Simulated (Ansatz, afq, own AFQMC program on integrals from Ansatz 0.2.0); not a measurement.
AFQMC on a folder of integrals that Ansatz 0.2.0 wrote.

```yaml
crystal:
  periodic: [false, false, false]
  atoms:
    - {symbol: Ge, position_ang: [0.000000, -0.029158, 0.300919]}
    - {symbol: N, position_ang: [0.000000, 0.038514, -1.592101]}
    - {symbol: H, position_ang: [0.000000, 1.566135, 0.437823]}
basis:
  gaussian: {orbitals: cc-pVDZ}
magnetization: {spin_polarized: true, initial_magnetization: 2}
correlation: {method: ccsd_t, electrons: outside_noble_gas, hamiltonian_folder: ham}
```

```sh
$ ansatz run in.yaml --threads 1 --pin off --events-out ev --progress --plain --max-ram 1382MiB
```

afq runs on the folder ham with

```
--method phaseless --trial cid --walkers 160 --populations 1 --least-time 40 --time-step 0.01 --steps-per-block 25 --equilibration-blocks 12 --max-blocks 160 --target-error 0.00076 --factor-cut 0.0001 --start determinant --seed 6027 --release-times 0.2,0.4 --release-step 0.02 --release-every 4 --taylor-order 4
```

Times are imaginary, in 1/Eh. The walk had a cap of 289 s. Filled inner d shells are frozen with the cores.

Output of the walk:

```
orbitals 31  electrons 6 4  factors 191 of 508
reference energy -2130.26567147 Eh
CCSD correlation -0.20809443 Eh in 16 cycles, weight of the determinant in the CISD state 0.8735
energy of the start -2130.473635 Eh
 block  time / (1/Eh)  mean weight  energy / Eh
     1     0.250  1.0000  -2130.470295
     2     0.500  1.0018  -2130.470881
     3     0.750  1.0004  -2130.471893
     4     1.000  1.0007  -2130.473138
     5     1.250  0.9986  -2130.472995
     7     1.750  0.9992  -2130.475064
     9     2.250  1.0024  -2130.475852
    13     3.250  0.9994  -2130.477364
    21     5.250  0.9993  -2130.484004
    29     7.250  1.0027  -2130.479493
    33     8.250  1.0007  -2130.477786
    37     9.250  1.0001  -2130.478390
    45    11.250  1.0003  -2130.478037
    53    13.250  0.9985  -2130.480364
    61    15.250  0.9989  -2130.482729
    69    17.250  0.9982  -2130.480802
    77    19.250  0.9990  -2130.478054
    85    21.250  1.0016  -2130.484978
    93    23.250  1.0012  -2130.481554
   101    25.250  1.0007  -2130.481767
   109    27.250  0.9978  -2130.480360
   117    29.250  0.9965  -2130.485680
   125    31.250  1.0005  -2130.483748
   133    33.250  0.9992  -2130.479459
   141    35.250  0.9984  -2130.481541
   149    37.250  0.9989  -2130.484033
   157    39.250  1.0013  -2130.482900
   165    41.250  1.0011  -2130.481290
   169    42.250  0.9991  -2130.480153
blocks merged  error / Eh  count
     1  0.000193  160
     2  0.000230  80
     4  0.000278  40
     8  0.000269  20
    16  0.000356  10
released: time / (1/Eh)  energy / Eh  error  mean overlap
  0.20  -2130.481524  0.000446  0.9983
  0.40  -2130.481165  0.000402  0.9999
energy -2130.481706 +/- 0.000278 Eh
(rows thinned)
```

The run passed its tests (sampling time, drift between the halves within three errors, error under three times the target), which doesn't prove that it has relaxed. The second half of the sampling lies below the first by 2.1 errors of their difference, so the energy may still be moving and its error bar be too small.

Against this walk (error 7.6 meV) on the same determinant: CCSD(T) 68.5 meV higher, CCSDT(Q) 17.5 meV higher, a separate phaseless walk with a CISD trial and standard settings 44.2 ± 15.1 meV higher. The error is statistical and leaves out the bias of the constraint. Released to 0.40 1/Eh the energy moves by 15 ± 13 meV (both errors), within twice the noise.

Cautions: constraint bias not in the error; no relativity below Rb; no spin-orbit coupling; inner d shell frozen; lower spins were not checked; an unrestricted solution with more broken spin lies lower (27 meV, ⟨S²⟩ 2.22); the time-step error isn't removed.

The walk took 2.1 min on 1 thread of Intel(R) Xeon(R) 6975P-C (Granite Rapids), with other jobs on the host. The log's last line is the phaseless energy.

CCSDT and higher add their correlation energy to the determinant of the CCSD(T) run, since their own runs factorise the integrals more tightly (a shift of under 2 meV). A walk keeps the symmetry of its determinant, which the program's search chose and which needn't be the lowest solution, so a lower state of the same spin and another symmetry isn't excluded.
